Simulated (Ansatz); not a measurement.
`C=CC(C)(F)S` and `CC(F)S` differ in one atom or group.

Ansatz, PBE0-D4/def2-TZVP geometries, multiplicity 1. Each molecule was computed in one conformer, which needn't be the lowest.

```tsv
property	`C=CC(C)(F)S`
HOMO–LUMO gap (PBE0/def2-TZVPP) / eV	6.91
HOMO energy (B3LYP/def2-TZVPP) / eV	-7.00
HOMO energy (ωB97M-V/def2-TZVPP) / eV	-9.47
HOMO–LUMO gap (B3LYP/def2-TZVPP) / eV	6.43
size of the dipole moment (PBE/def2-TZVPP) / D	1.53
LUMO energy (PBE0/def2-TZVPP) / eV	-0.33
```

Question: What does the change do to each property? (Estimate.)

Answer: The calculation gave: 
```csv
property,`CC(F)S`,shift
HOMO–LUMO gap (PBE0/def2-TZVPP) / eV,7.74,0.83
HOMO energy (B3LYP/def2-TZVPP) / eV,-7.15,-0.15
HOMO energy (ωB97M-V/def2-TZVPP) / eV,-9.65,-0.18
HOMO–LUMO gap (B3LYP/def2-TZVPP) / eV,7.20,0.77
size of the dipole moment (PBE/def2-TZVPP) / D,1.85,0.32
LUMO energy (PBE0/def2-TZVPP) / eV,0.35,0.68
```

With PBE0 the HOMO falls by 0.15 eV and the LUMO rises by 0.68 eV, so the gap widens by about 0.83 eV. PBE moves the HOMO by -0.11 eV and ωB97M-V by -0.18 eV. Dipoles are sizes alone; their direction can turn.

B3LYP here is the variant with VWN-RPA as its local correlation; programs differ in this.
